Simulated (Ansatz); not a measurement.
Species: CH4S, SMILES `CS` (charge 0, multiplicity 1).

Task: Give a relaxed geometry from B3LYP-D3(BJ)/def2-TZVP run with Ansatz (an electronic-structure program).

Result: the end point of this relaxation (outside a Z-matrix the atoms follow the SMILES, hydrogens last).
Cartesian coordinates (Å) in one orientation:
```xyz
6

C     -0.497    -0.037    -0.002
S      1.099     0.840    -0.076
H     -0.600    -0.740    -0.826
H     -0.623    -0.549     0.949
H     -1.267     0.726    -0.094
H      1.888    -0.240     0.050
```
